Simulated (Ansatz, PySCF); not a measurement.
This Ansatz (a program for electronic structure) input computes a CCSD(T)/cc-pVDZ energy:

Ansatz 0.2 input:
```yaml
crystal:
  periodic: [false, false, false]
  atoms:
    - {symbol: C, position_ang: [0.05100638, -0.58378700, -0.01181402]}
    - {symbol: C, position_ang: [0.04460873, 0.71726049, 0.01788006]}
    - {symbol: H, position_ang: [-0.87346485, -1.16381706, -0.05413951]}
    - {symbol: H, position_ang: [0.97198321, -1.16021184, 0.00382948]}
    - {symbol: H, position_ang: [-0.67220906, 1.52318793, 0.01391380]}
basis:
  gaussian:
    orbitals: cc-pVDZ
magnetization: {spin_polarized: true, initial_magnetization: 1}
correlation: {method: ccsd_t, electrons: outside_noble_gas}
```

Task: Write an input for the same energy in PySCF and say what it gives.

Result: 
```python
from pyscf import gto, scf, mp, cc as ccmod

mol = gto.M(
    atom='''
    C     0.05100638   -0.58378700   -0.01181402
    C     0.04460873    0.71726049    0.01788006
    H    -0.87346485   -1.16381706   -0.05413951
    H     0.97198321   -1.16021184    0.00382948
    H    -0.67220906    1.52318793    0.01391380
    ''',
    basis='cc-pvdz',
    charge=0,
    spin=1,
    verbose=4,
)

mf = scf.UHF(mol)
mf.conv_tol = 1e-10
mf.max_cycle = 100
mf.kernel()
mo, _, stable, _ = mf.stability(return_status=True)
if not stable:
    mf.kernel(mf.make_rdm1(mo, mf.mo_occ))
mp2 = mp.MP2(mf, frozen=2).run()
cc = ccmod.CCSD(mf, frozen=2)
cc.max_cycle = 100
cc.kernel()
et = cc.ccsd_t()
print(f'E(CCSD(T)) = {cc.e_tot + et:.9f}')
```
It gives -77.67385 Eh, and Ansatz -77.67385 Eh, a difference of 0.00 mEh.

It need not be the lowest isomer of its formula.
